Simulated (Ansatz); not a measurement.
## triplet LiP: levels of theory in one basis

```xyz
2

Li    0.0000    0.0000   -1.2617
P     0.0000    0.0000    1.2617
```

Basis set: def2-SVP (spherical functions). Left uncorrelated: 5 orbitals. Correlation on ROHF uses semicanonical orbitals with singles. Charge 0, multiplicity 3.

Computed with Ansatz (development build ahead of 0.2.0); each method stands on the lowest determinant of its kind that the runs found.

```
      method  E − E(ROHF) (eV)  <S²> of the determinant
        ROHF              0.00                        –
         UHF             -0.12                     2.03
    ROHF-MP2             -2.27                        –
     UHF-MP2             -2.27                     2.03
ROHF-CCSD(T)             -2.85                        –
 UHF-CCSD(T)             -2.85                     2.03
```
